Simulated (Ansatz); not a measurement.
hcp Be, treated with PBEsol (PAW; Ansatz, an electronic-structure program).

Settings: plane-wave cutoff 500 eV, 26×26×1 k mesh (along the axes of the cell as run), Fermi–Dirac smearing 0.1 eV, scalar-relativistic PAW data made under PBE.

### Question
Estimate the surface energy of the (10-11) face and work function of the (10-11) face that the calculation returns.

### Answer

* **surface energy of the (10-11) face**: 3.01 J/m²
* **work function of the (10-11) face**: 4.28 eV

The slab of 16 atoms is relaxed and unreconstructed.

Static lattice: no zero-point or thermal effects.
